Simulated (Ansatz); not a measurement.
# NH3 (ammonia): levels of theory compared

Aim: a comparison of 6 runs (B3LYP/3-21G, UB3LYP/3-21G, wB97X/6-31G, MP2/6-31G, CCSDTQ/6-31G, FCI/6-31G) of NH3 (ammonia). 

Program for the calculation: Ansatz 0.2.0.

48 further runs of the same task are left out: 48 set aside as unsound or not needed.

**1. The structure to begin with**

NH3 has 4 atoms, charge 0, and is taken as a singlet. SMILES: `N`. The H2–N1 distance was set to 2.531 Å, away from the relaxed value. At this shape a bond of the SMILES string is far longer than usual.

Bond lengths: N1–H3 1.013 Å, N1–H4 1.013 Å. Angles: H3–N1–H4 107.1°.

**2. The energy at B3LYP/3-21G (run 1)**

The input, molecule.yaml:

```yaml
crystal:
  periodic: [false, false, false]
  atoms:
    - {symbol: N, position_ang: [-0.910458, 1.076384, -0.846420]}
    - {symbol: H, position_ang: [0.490470, -0.301820, 0.749180]}
    - {symbol: H, position_ang: [-1.728028, 0.524974, -1.076260]}
    - {symbol: H, position_ang: [-0.373628, 1.181194, -1.698550]}
basis:
  gaussian:
    orbitals: 3-21G.json
accuracy: high
hamiltonian:
  xc: {name: B3LYP}
```

The basis set 3-21G is read from a file made from the Basis Set Exchange's data (not shown).

On the command line:

```
$ ansatz run molecule.yaml --threads 1 --pin off --max-ram 3480MiB --events-out events.jsonl --progress --plain --runs-dir runs
```

The program printed:

```text
Warning: RAYON_NUM_THREADS=1 ignored (pool sized by the plan → 1); use --threads N
Functional definition: B3LYP
  name "B3LYP"
  parameter a0 = 0.2
  parameter ax = 0.72
  parameter ac = 0.81
  exchange = (1 - a0 - ax)*slater_x + ax*b88_x + a0*exact_x
  correlation = (1 - ac)*vwn_rpa_c + ac*lyp_c
284 factors; integrals over basis functions are off by at most 1.9e-9 eV
mean field evaluation 1: about -1511.8835 eV, gradient 6.1e1 eV
mean field evaluation 2: about -1491.8056 eV, gradient 9.5e1 eV
mean field evaluation 4: about -1523.9205 eV, gradient 7.8e0 eV
mean field evaluation 8: about -1524.1959 eV, gradient 1.3e-1 eV
mean field evaluation 16: about -1524.1878 eV, gradient 8.3e-6 eV
mean field -1524.18780225 eV, -56.0128686010 hartree, gradient 1.4e-8 eV, S^2 0.000000; 0 other end points of the search recorded, 0 dependent functions left out
reference -1524.18782426 eV, -56.0128694100 hartree; 5, 5 occupied and 10, 10 virtual orbitals, 284 factors
Total energy: -1524.18782426 eV, -56.0128694100 hartree
```

Wall time 0.3 s (1 thread of Intel Xeon 6975P-C (Granite Rapids), shared host).

**3. The energy at UB3LYP/3-21G (run 2)**

The input, input.yaml:

```yaml
crystal:
  periodic: [false, false, false]
  atoms:
    - symbol: N
      position_ang: [-0.910458, 1.076384, -0.846420]
    - symbol: H
      position_ang: [0.490470, -0.301820, 0.749180]
    - symbol: H
      position_ang: [-1.728028, 0.524974, -1.076260]
    - symbol: H
      position_ang: [-0.373628, 1.181194, -1.698550]
basis:
  gaussian:
    orbitals: 3-21G.json
magnetization:
  spin_polarized: true
  initial_magnetization: 0
hamiltonian:
  xc: {name: B3LYP}
accuracy: high
```

The basis set 3-21G is read from a file made from the Basis Set Exchange's data (not shown).

On the command line:

```
$ ansatz run input.yaml --threads 1 --pin off --max-ram 3480MiB --events-out events.jsonl --progress --plain --runs-dir runs
```

The program printed:

```text
Warning: RAYON_NUM_THREADS=1 ignored (pool sized by the plan → 1); use --threads N
Functional definition: B3LYP
  name "B3LYP"
  parameter a0 = 0.2
  parameter ax = 0.72
  parameter ac = 0.81
  exchange = (1 - a0 - ax)*slater_x + ax*b88_x + a0*exact_x
  correlation = (1 - ac)*vwn_rpa_c + ac*lyp_c
284 factors; integrals over basis functions are off by at most 1.9e-9 eV
mean field evaluation 1: about -1511.8835 eV, gradient 4.3e1 eV
mean field evaluation 2: about -1491.8056 eV, gradient 6.7e1 eV
mean field evaluation 4: about -1523.9205 eV, gradient 5.5e0 eV
mean field evaluation 8: about -1524.1877 eV, gradient 1.1e-1 eV
mean field evaluation 16: about -1524.1878 eV, gradient 1.4e-5 eV
mean field evaluation 32: about -1525.4162 eV, gradient 9.8e-8 eV
mean field -1525.41615536 eV, -56.0580097454 hartree, gradient 9.8e-8 eV, S^2 0.919553; 3 other end points of the search recorded, 0 dependent functions left out
reference -1525.41617776 eV, -56.0580105685 hartree; 5, 5 occupied and 10, 10 virtual orbitals, 284 factors
Total energy: -1525.41617776 eV, -56.0580105685 hartree
```

It took 0.91 s on 1 thread of Intel Xeon 6975P-C (Granite Rapids), shared host.

Run 3 isn't shown in full; the table further down has it.

**4. A single-point energy at MP2/6-31G (run 4)**

The input, input.yaml:

```yaml
crystal:
  periodic: [false, false, false]
  atoms:
    - {symbol: N, position_ang: [-0.910458, 1.076384, -0.846420]}
    - {symbol: H, position_ang: [0.490470, -0.301820, 0.749180]}
    - {symbol: H, position_ang: [-1.728028, 0.524974, -1.076260]}
    - {symbol: H, position_ang: [-0.373628, 1.181194, -1.698550]}
basis:
  gaussian: {orbitals: 6-31G}
correlation: {method: mp2, frozen_orbitals: {H: 0, "N": 1}}
accuracy: high
```

On the command line:

```
$ ansatz run input.yaml --threads 1 --pin off --max-ram 3480MiB --events-out events.jsonl --progress --plain --runs-dir runs
```

The program printed:

```text
Warning: RAYON_NUM_THREADS=1 ignored (pool sized by the plan → 1); use --threads N
Functional definition: HF
  name "HF"
  exchange = exact_x
  correlation = 0
348 factors; integrals over basis functions are off by at most 9.8e-9 eV
mean field evaluation 1: about -1514.7035 eV, gradient 3.9e1 eV
mean field evaluation 2: about -1514.7025 eV, gradient 3.9e1 eV
mean field evaluation 4: about -1520.7397 eV, gradient 6.3e0 eV
mean field evaluation 8: about -1520.8890 eV, gradient 2.2e-1 eV
mean field evaluation 16: about -1517.3380 eV, gradient 2.7e0 eV
mean field -1520.88968294 eV, -55.8916649518 hartree, gradient 6.1e-8 eV, S^2 0.000000; 1 other end points of the search recorded, 0 dependent functions left out; unrestricted orbitals would lower it
mean field evaluation 32: about -1524.6921 eV, gradient 9.5e-5 eV
unrestricted determinant -1524.69214000 eV, -56.0314026717 hartree, S^2 0.9837
1 core orbitals not correlated: weight in the atoms' cores, before any rotation towards them, 1.000 or more for the frozen orbitals, at most 0.000 for the correlated occupied ones
reference -1520.88968294 eV, -55.8916649518 hartree; 4, 4 occupied and 10, 10 virtual orbitals, 348 factors
second order -4.88229924 eV of doubles, -0.00000000 eV of singles
Total energy: -1525.77198218 eV, -56.0710861397 hartree
```

It took 0.16 s on 1 thread of Intel Xeon 6975P-C (Granite Rapids), shared host.

Run 5 isn't shown in full; the table further down has it.

**5. The energy at FCI/6-31G (run 6)**

The input, job.yaml:

```yaml
basis:
  gaussian:
    orbitals: 6-31G
crystal:
  periodic: [false, false, false]
  atoms:
    - {symbol: "N", position_ang: [-0.910458, 1.076384, -0.846420]}
    - {symbol: H, position_ang: [0.490470, -0.301820, 0.749180]}
    - {symbol: H, position_ang: [-1.728028, 0.524974, -1.076260]}
    - {symbol: H, position_ang: [-0.373628, 1.181194, -1.698550]}
accuracy: high
correlation:
  method: fci
  frozen_orbitals: {H: 0, "N": 1}
```

On the command line:

```
$ ansatz run job.yaml --threads 1 --pin off --max-ram 3480MiB --events-out events.jsonl --progress --plain --runs-dir runs
```

The program printed:

```text
Warning: RAYON_NUM_THREADS=1 ignored (pool sized by the plan → 1); use --threads N
Functional definition: HF
  name "HF"
  exchange = exact_x
  correlation = 0
348 factors; integrals over basis functions are off by at most 9.8e-9 eV
mean field evaluation 1: about -1514.7035 eV, gradient 3.9e1 eV
mean field evaluation 2: about -1514.7025 eV, gradient 3.9e1 eV
mean field evaluation 4: about -1520.7397 eV, gradient 6.3e0 eV
mean field evaluation 8: about -1520.8890 eV, gradient 2.2e-1 eV
mean field evaluation 16: about -1517.3380 eV, gradient 2.7e0 eV
mean field -1520.88968294 eV, -55.8916649518 hartree, gradient 6.1e-8 eV, S^2 0.000000; 1 other end points of the search recorded, 0 dependent functions left out; unrestricted orbitals would lower it
mean field evaluation 32: about -1524.6921 eV, gradient 9.5e-5 eV
unrestricted determinant -1524.69214000 eV, -56.0314026717 hartree, S^2 0.9837
1 core orbitals not correlated: weight in the atoms' cores, before any rotation towards them, 1.000 or more for the frozen orbitals, at most 0.000 for the correlated occupied ones
reference -1520.88968294 eV, -55.8916649518 hartree; 4, 4 occupied and 10, 10 virtual orbitals, 348 factors
state -1527.57010253 eV, -56.1371658437 hartree
Total energy: -1527.57010253 eV, -56.1371658437 hartree
```

Wall time 2.5 s (1 thread of Intel Xeon 6975P-C (Granite Rapids), shared host); peak memory 0.15 GiB.

**6. The series**

| run | level | frozen core orbitals | energy (Eh) | wall time |
| --- | --- | --- | --- | --- |
| 1 | B3LYP/3-21G | – | -56.012869 | 0.3 s |
| 2 | UB3LYP/3-21G | – | -56.058011 | 0.91 s |
| 3 | wB97X/6-31G | – | -56.269566 | 1.4 s |
| 4 | MP2/6-31G | 1 | -56.071086 | 0.16 s |
| 5 | CCSDTQ/6-31G | 1 | -56.137078 | 2.2 s |
| 6 | FCI/6-31G | 1 | -56.137166 | 2.5 s |

**7. What came out**

```
                                         quantity         value
                              run 6: total energy  -56.13717 Eh
run 6: correlation energy (1 core orbital frozen)    -245.5 mEh
```

In words: Against full CI in this basis: MP2 +66.1 mEh; CCSDTQ +0.1 mEh. Totals of different functionals can't be ranked against each other. In runs 4, 5 the log says that unrestricted orbitals would lower the reference, so the values rest on an unstable closed-shell determinant (other closed-shell runs at this shape may share the fault). In runs 1, 3, 4 a closed-shell determinant meets a far-stretched bond, which it describes badly. Spin contamination of the reference: run 2 ⟨S²⟩ = 0.92. Where it is this large, the reference is a mixture of spin states, and values that rest on it are in doubt. All runs together took 7.5 s, the longest 2.5 s.
